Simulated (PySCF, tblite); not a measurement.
## Complex of Al3+, hydrosulfide and hydrogen sulfide

A gas-phase complex of Al3+, hydrosulfide and hydrogen sulfide; charge +2, singlet. The structure comes from a short search (6 tight-binding starts) and was relaxed by PBE0-D3(BJ)/def2-SVPD; another way of binding may lie lower. Frequencies by PBE0-D3(BJ)/def2-SVPD show no clear imaginary mode.

Parts: 1 = Al3+ ([Al+3]), atoms 1, charge +3; 2 = hydrosulfide ([SH-]), atoms 2–3, charge -1; 3 = hydrogen sulfide (S), atoms 4–6.

```csv
atom,part,x (Å),y (Å),z (Å)
Al1,1,-0.051,-0.120,0.240
S2,2,0.716,1.459,-0.923
H3,2,1.438,0.596,-1.707
S4,3,-0.888,-1.811,1.640
H5,3,-0.753,-1.139,2.832
H6,3,-2.226,-1.531,1.490
```

| contact | kind (by geometry) | distance (Å) | angle (°) |
| --- | --- | --- | --- |
| Al1···S2 | bond | 2.106 | - |
| Al1···S4 | bond | 2.349 | - |

The parts are joined by the bonds Al1–S2 and Al1–S4, so these are energies of forming such bonds; deforming the relaxed parts to their shape in the adduct costs 1.1 kcal/mol, which the interaction energies leave out.

Interaction energies are complex less parts, with the parts frozen as they stand in it; counterpoise-corrected, in kcal/mol (PySCF).

Question: Give the interaction energy at each level run.

Answer: 
```
                  level  interaction  superposition error removed
wB97M-D3(BJ)/def2-TZVPD      -803.29                        -0.32
 PBE0-D3(BJ)/def2-TZVPD      -813.12                        -0.30
     RI-MP2/aug-cc-pVTZ      -784.15                        -1.73
```

Question: What holds them together? Decompose the wB97M-D3(BJ)/def2-TZVPD energy: frozen parts, their antisymmetrised product, then relaxation.

Answer: electrostatic -524.8, Pauli repulsion +107.9, orbital relaxation -384.4, dispersion correction -2.4 kcal/mol, which sum to the value before the counterpoise correction; the Pauli term holds the exchange-correlation of the frozen density too. Of the attraction, 58 % is electrostatic, 42 % is orbital relaxation, 0 % is dispersion correction.

Question: Are the pair energies additive?

Answer: The pairs sum to -948.51 kcal/mol (1–2 -699.8, 1–3 -250.2, 2–3 1.4); the rest of +145.22 is a many-body weakening.

The parts were also relaxed and run alone, at the levels used for the complex: shieldings by PBE0/aug-pcSseg-2.

Question: What does binding change?

Answer: 
| property | alone | in the complex | change |
| --- | --- | --- | --- |
| shielding of Al1 (ppm) | 766.2 | 392.7 | -373.4 |
| shielding of S2 (ppm) | 889.4 | 589.7 | -299.7 |
| shielding of S4 (ppm) | 709.1 | 622.5 | -86.6 |

Multiply charged ions in the gas phase bind far more strongly than in solution.

The 5 runs behind this took 3.3 min in all, one thread each of Arm Neoverse V1 on a shared host, launched as `OMP_NUM_THREADS=1 python cluster_run.py task.json out`.
